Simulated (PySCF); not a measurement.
BCl, optimised at PBE/def2-SVP:

```xyz
2

B      0.0040    -0.6391     0.5858
Cl    -0.0040     0.6391    -0.5858
```

Computed with PySCF (xtb for GFN2) and rigid-rotor harmonic-oscillator thermochemistry at 1 bar. 6-31G* has spherical d functions here. All species are closed-shell singlets. B3LYP is the form with VWN-RPA correlation.

Task: List the harmonic frequencies (cm⁻¹, unscaled) at this level and at the other levels, each on its own geometry.

Result: 
- PBE/def2-SVP: 830
- B3LYP/6-31G*: 814
- GFN2-xTB: 1100
- HF/6-31G*: 856
- PBE0/def2-TZVP: 846
